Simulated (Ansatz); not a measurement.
**Other spins and charges of HSi–CH2, doublet at one geometry**

Geometry (PBE0/def2-TZVP stationary point for this spin, not checked as a minimum):

```yaml
atoms:
  - { symbol: Si, position_ang: [0.0000, -0.0890, 0.5568] }
  - { symbol: C, position_ang: [0.0000, 0.0881, -1.1386] }
  - { symbol: H, position_ang: [0.0000, 1.0983, 1.4676] }
  - { symbol: H, position_ang: [0.0000, 1.0786, -1.5870] }
  - { symbol: H, position_ang: [0.0000, -0.7467, -1.8283] }
```

Basis cc-pVTZ; Ansatz 0.2.0. Only valence electrons are correlated (noble-gas cores frozen). R marks a restricted (for open shells ROHF) determinant, U an unrestricted one. Active spaces: valence = (11e, 11o) chosen from the atoms' valence shells.

Gaps are energies of the second state less the first, at fixed atoms, for a selection of the levels run; each method lands on the state that its own search finds for that charge and spin.

Unrestricted rows (U, and Kohn–Sham where it breaks symmetry) aren't spin-pure: their determinants' ⟨S²⟩ exceeds S(S+1) by up to 0.44, so they mix in states of higher spin. A value is left out where its run failed or describes another state than the reference as far as symmetry and spin tell, or, spin-broken singlets apart, can't be checked.

Removing an electron, to the triplet: 8.899 eV at UCCSDT(Q).

```json
{"level": "UHF", "gap (eV)": "7.476", "error (meV)": "-1423", "⟨S²⟩ where 0.1 over S(S+1) (first / second)": "1.19 / –"}
{"level": "UMP2", "gap (eV)": "8.428", "error (meV)": "-471", "⟨S²⟩ where 0.1 over S(S+1) (first / second)": "1.19 / –"}
{"level": "UCCSD", "gap (eV)": "8.696", "error (meV)": "-203", "⟨S²⟩ where 0.1 over S(S+1) (first / second)": "1.19 / –"}
{"level": "UCCSD(T)", "gap (eV)": "8.846", "error (meV)": "-53", "⟨S²⟩ where 0.1 over S(S+1) (first / second)": "1.19 / –"}
{"level": "RCCSDT(Q)", "gap (eV)": "8.897", "error (meV)": "-2", "⟨S²⟩ where 0.1 over S(S+1) (first / second)": "– / –"}
{"level": "CASSCF (valence space)", "gap (eV)": "8.009", "error (meV)": "-890", "⟨S²⟩ where 0.1 over S(S+1) (first / second)": "– / –"}
{"level": "NEVPT2 (valence space)", "gap (eV)": "8.702", "error (meV)": "-197", "⟨S²⟩ where 0.1 over S(S+1) (first / second)": "– / –"}
{"level": "PBE0", "gap (eV)": "8.742", "error (meV)": "-157", "⟨S²⟩ where 0.1 over S(S+1) (first / second)": "– / –"}
{"level": "wB97M-V", "gap (eV)": "8.695", "error (meV)": "-204", "⟨S²⟩ where 0.1 over S(S+1) (first / second)": "– / –"}
{"level": "RPA-PBE", "gap (eV)": "9.061", "error (meV)": "162", "⟨S²⟩ where 0.1 over S(S+1) (first / second)": "– / –"}
```

Quartet less doublet: 2.577 eV at UCCSDT(Q).

| level | gap (eV) | error (meV) | ⟨S²⟩ where 0.1 over S(S+1) (first / second) |
| --- | --- | --- | --- |
| RHF | 1.355 | -1222 | – / – |
| RMP2 | 2.537 | -40 | – / – |
| UMP2 | 2.164 | -413 | 1.19 / – |
| UCCSD | 2.382 | -195 | 1.19 / – |
| UCCSD(T) | 2.524 | -53 | 1.19 / – |
| BCCD(T) | 2.556 | -21 | – / – |
| RCCSDT | 2.556 | -21 | – / – |
| RCCSDT(Q) | 2.575 | -2 | – / – |
| B3LYP | 2.565 | -12 | – / – |
| RPA-PBE | 2.585 | 8 | – / – |

Full CI isn't at hand for all of this; UCCSDT(Q) serves as the reference, and is uncertain by about the last step of the cluster series. The frozen core follows each run's orbitals, which can shift R against U totals by a few meV.
